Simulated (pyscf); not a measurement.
H₂O (SMILES O) + H₂N–Zr(Cl)(Cl)–Cl (SMILES [NH2][Zr]([Cl])([Cl])[Cl]) → HO–Zr(Cl)(Cl)–Cl (SMILES [OH][Zr]([Cl])([Cl])[Cl]) + NH₃ (SMILES N), a four-centre exchange (singlet surface; H–O, N–Zr broken, O–Zr, H–N formed). Single points on ωB97X-D3(BJ)/def2-SVP structures (PySCF, gas phase). Energies in kJ/mol from the separated reactants.

Small-basis levels: PySCF, no dispersion term, spherical d functions. 

Question: In single points SVWN5/6-31G*+LANL2DZ puts the saddle at -119.0 kJ/mol and the reaction energy at -72.7 kJ/mol. Should these be trusted to within a few kcal/mol? Compare with ωB97M-D3(BJ)/def2-TZVP.

Answer: ωB97M-D3(BJ)/def2-TZVP gives ΔE‡ = -28.0 kJ/mol and ΔE = -71.3 kJ/mol. SVWN5/6-31G*+LANL2DZ lies 90.9 kJ/mol under it in the barrier and 1.4 kJ/mol under it in the reaction energy, so on this step it does not hold to within 12.6 kJ/mol. ωB97M-D3(BJ)/def2-TZVP has limits of its own. On the reactant side the descent ends in an adduct with a O–Zr contact, 85.3 kJ/mol under the separated species and 49.0 kJ/mol under the saddle at ωB97X-D3(BJ)/def2-TZVP. On the product side the descent ends in an adduct with a N–Zr contact (not fully relaxed), 106.2 kJ/mol under the separated species and 138.5 kJ/mol under the saddle at ωB97X-D3(BJ)/def2-TZVP. At ωB97M-D3(BJ) the saddle lies under the separated reactants, which points to a path from their complex (located at ωB97X-D3(BJ) alone). What is counted as formed (O–Zr) is already present as a longer contact in the reactant adduct; forming that adduct is a step of its own. What is counted as broken (N–Zr) persists as a longer contact in the product adduct; parting that adduct is a step of its own. This is the saddle that the search found; another between the same sides may lie lower. In the def2 sets elements past Kr carry core potentials, without spin-orbit coupling.
